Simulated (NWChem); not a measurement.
System: dichloromethane (CH2Cl2); SMILES ClCCl

Program: NWChem. Pople sets run with spherical d functions. Structure relaxed at the PBE-D3(BJ)/def2-SVP level. B3LYP is NWChem's, with the RPA form of VWN correlation. Ions are spin-unrestricted doublets at the neutral geometry; other ion states weren't tried.

```
level              vertical ionisation energy, ΔSCF (eV)  −ε(HOMO) (eV)  ΔSCF minus −ε(HOMO) (eV)
-----------------  -------------------------------------  -------------  ------------------------
B3LYP/6-31+G*                                      11.11           8.55                      2.56
PBE/6-31+G*                                          [?]            [?]                       [?]
CAM-B3LYP/6-31+G*                                  11.43          10.23                      1.20
r2SCAN/6-31+G*                                     10.94           7.71                      3.23
BHandHLYP/6-31+G*                                  11.50          10.13                      1.37
```

Q: What belongs in the gaps?

A: 
- PBE/6-31+G*, vertical ionisation energy, ΔSCF (eV): 10.70
- PBE/6-31+G*, −ε(HOMO) (eV): 7.38
- PBE/6-31+G*, ΔSCF minus −ε(HOMO) (eV): 3.32
